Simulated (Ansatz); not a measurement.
Saddle point of C$_{2}$H$_{7}$S, doublet (C₂H₆ (CC) + HS → C₂H₅ ([CH2][CH3]) + H₂S; bonds formed: H1–S4; bonds broken: H1–C2), PBE0-D4/def2-TZVP structure:

| atom | x (Å) | y (Å) | z (Å) |
| --- | --- | --- | --- |
| H1 | -0.8918 | -0.4411 | 0.4654 |
| C2 | 0.1265 | 0.7329 | 0.1198 |
| C3 | 1.1264 | 0.0259 | -0.7204 |
| S4 | -1.7909 | -1.5374 | 0.7526 |
| H5 | -0.5749 | 1.4054 | -0.3647 |
| H6 | 0.3995 | 1.0014 | 1.1357 |
| H7 | 1.9152 | 0.7163 | -1.0495 |
| H8 | 1.6170 | -0.7812 | -0.1718 |
| H9 | 0.6727 | -0.3933 | -1.6213 |
| H10 | -2.5995 | -0.7288 | 1.4542 |

Energies are electronic, without zero-point energy. Barriers and step energies count from the start structure reached by relaxing down the imaginary mode; all methods use the PBE0-D4 structures, on which another method's saddle can fall below an end. Ansatz 0.2.0; basis: def2-TZVPP, with def2-QZVPP for the basis limit; cores frozen in the correlated methods; orbitals are unrestricted. B3LYP uses VWN-RPA correlation. Extrapolation: Hartree–Fock as exp(−7.88 √X), correlation as X^−2.97.

| method | barrier (kcal/mol) | step energy (kcal/mol) |
| --- | --- | --- |
| SPW92 | 3.06 | 7.32 |
| PBE-D4 | 8.41 | 9.11 |
| BLYP-D4 | 10.62 | 10.39 |
| r2SCAN-D4 | 9.38 | 8.22 |
| B97M-V | 13.08 | 10.40 |
| PBE0-D4 | ? | 10.37 |
| B3LYP-D4 | ? | 11.36 |
| r2SCAN0-D4 | 12.14 | 9.56 |
| BHLYP-D4 | 17.18 | 12.83 |
| CAM-B3LYP-D4 | 15.20 | 12.11 |
| wB97X-V | 15.61 | 12.32 |
| wB97M-V | 15.84 | 11.79 |
| B2PLYP | 15.68 | 12.40 |
| PBE-QIDH | 15.35 | 11.96 |
| RPA on PBE | ? | 16.00 |
| HF | 25.81 | 14.98 |
| MP2 | 17.82 | 13.42 |
| CCSD | 19.20 | 13.79 |
| CCSD(T) | 17.63 | 13.34 |

(1) Fill in the withheld barriers. (To be estimated.)

The T1 diagnostic stays at or below 0.014. ⟨S²⟩ of the unrestricted Hartree–Fock references: 0.76 to 0.78 (a pure state has 0.75).

## Answers

(1) The calculation gives: RPA on PBE 20.22; B3LYP-D4 13.21; PBE0-D4 11.82 kcal/mol. Each is the energy of the saddle less that of the start structure, by the same method.

For comparison, the barrier by CCSD(T) at an estimated basis limit (MP2 extrapolated from triple and quadruple zeta, plus CCSD(T) − MP2 in triple zeta) is 16.31 kcal/mol.

Labels in which every atom is bracketed show which atoms are joined, not bond orders.

For scale, one of the runs: CCSD(T)/def2-TZVPP, 202 basis functions, launched by `ansatz run in.yaml --threads 4 --pin off --events-out ev --progress --plain --max-ram 9574MiB`. Time: 2.3 min of wall clock on 4 CPU threads of an Arm Neoverse V1; the host was shared. Peak host memory: 6.5 GiB.
